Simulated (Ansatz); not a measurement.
# HGeMg, quartet: how well a Morse curve fills in a stretch

Starting geometry (PBE0/def2-TZVP stationary point for this spin, which needn't be the lowest; state Σ⁻ or Δ):

```xyz
3

Ge    0.0000    0.0000    0.3153
Mg    0.0000    0.0000   -2.1792
H     0.0000    0.0000    1.8639
```

Atom H3 moves along the line of the distance Ge1-H3, all else staying in place. Energies are in eV from the starting point at each level.

Basis 6-31G (Cartesian d functions); Ansatz 0.2.0. Correlated methods freeze the noble-gas cores and the filled d shells of p-block atoms. Prefix R: restricted or restricted open-shell reference; prefix U: unrestricted. No spin–orbit coupling is included, and no scalar relativity. The metal's outer-core shells are frozen, which leaves out core–valence correlation.

Full CI is exact within this basis and frozen core; it isn't the basis-set limit. The frozen core follows each run's orbitals, which can shift R against U totals by a few meV for light atoms and by up to 0.1 eV past Ca.

| distance Ge1-H3 (Å) | full CI | UCCSD(T) | PBE0 |
| --- | --- | --- | --- |
| 1.255 | 1.165 | 1.162 | 1.042 |
| 1.371 | 0.384 | 0.382 | 0.318 |
| 1.549 | 0.000 | 0.000 | 0.000 |
| 1.704 | 0.085 | 0.087 | 0.134 |
| 1.936 | ? | ? | ? |
| 2.142 | 0.936 | 0.952 | 1.166 |
| 2.489 | 1.505 | 1.540 | 1.864 |
| 2.927 | 1.740 | 1.768 | 2.146 |
| 3.439 | 1.747 | 1.776 | 2.161 |
| 4.162 | 1.742 | 1.769 | 2.161 |
| 5.361 | 1.745 | 1.772 | 2.168 |

A Morse curve E(r) = E0 + De (1 − exp(−a (r − re)))² is laid through the three points about the minimum (1.371, 1.549, 1.704 Å), with E0 + De set to the last point:

| level | re (Å) | a (1/Å) | E0 (eV) | De (eV) | k = 2 De a² (eV/Å²) |
| --- | --- | --- | --- | --- | --- |
| full CI | 1.572 | 1.924 | -0.004 | 1.749 | 12.9 |
| UCCSD(T) | 1.571 | 1.916 | -0.003 | 1.775 | 13.0 |
| PBE0 | 1.548 | 1.832 | 0.000 | 2.168 | 14.6 |

**Question.** Use the full-CI fit to predict the withheld energy at 1.936 Å.

**Answer.** exp(−1.924 × (1.936 − 1.572)) = 0.4964; E = -0.004 + 1.749 × (1 − 0.4964)² = 0.440 eV. Full CI in 6-31G gives 0.502 eV, so the Morse form is 0.062 eV too low there (3.6 % of De). At the other points past the fit it misses by up to 0.31 eV (at 2.489 Å), so the curve isn't Morse-like throughout. UCCSD(T) gives 0.512 eV. PBE0 gives 0.635 eV.

Unrestricted rows (U, and Kohn–Sham where it breaks symmetry) aren't spin-pure: their determinants' ⟨S²⟩ exceeds S(S+1) by up to 0.69, so they mix in states of higher spin. Coupled cluster chose its determinant by a search with trial CCSD, here up to 0.32 eV above the lowest Hartree–Fock solution of its kind.

Kohn–Sham is unrestricted where that lies lower.

De here is the energy of pulling rigid fragments apart in this basis, without relaxation or zero-point terms. The set has no polarisation functions, so bonds come out too long and too weak, lengths by little and strengths by some 10 % for bonds to hydrogen.

In so small a basis the reference is far from its limit while semilocal and hybrid functionals are nearer theirs, so the functionals' errors here hold much of the reference's basis and frozen-core error, which can add to them or hide them.
